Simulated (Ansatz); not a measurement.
α-phase S, treated with LDA in Ansatz (plane waves, PAW).

Numerical settings: plane-wave cutoff 500 eV, 6×6×6 k mesh, gaussian smearing 0.02 eV, scalar-relativistic PAW data made under PBE.

Cell (relaxed at this level):

S has the orthorhombic space group Fddd, origin choice 1 (No. 70), Pearson symbol oF128. Conventional cell: a = 9.969 Å, b = 12.255 Å, c = 23.554 Å, α = 90.00°, β = 90.00°, γ = 90.00°. S1 on 32h sees 2 S at 2.048–2.053 Å (bent). S2 on 32h is coordinated by 2 S at 2.052 Å (bent). S3 on 32h is coordinated by 2 S at 2.050–2.052 Å (bent). S4 on 32h sees 2 S at 2.050–2.055 Å (bent). (Neighbours: up to the widest gap in distance over summed covalent radii, below 1.35, at either atom.)
(The calculation used a cell of 32 atoms; values per cell refer to that cell.)

Task: What does this level give for the band gap?

Result: 
* **band gap**: 1.61 eV (on the SCF k mesh)

Note: the relaxation could not lower the start's symmetry, so the cell can be a saddle point above a distorted one; the volume lies 13 % below that of the published cell.

Static lattice: no zero-point or thermal effects.

Ansatz is a program for electronic structure.
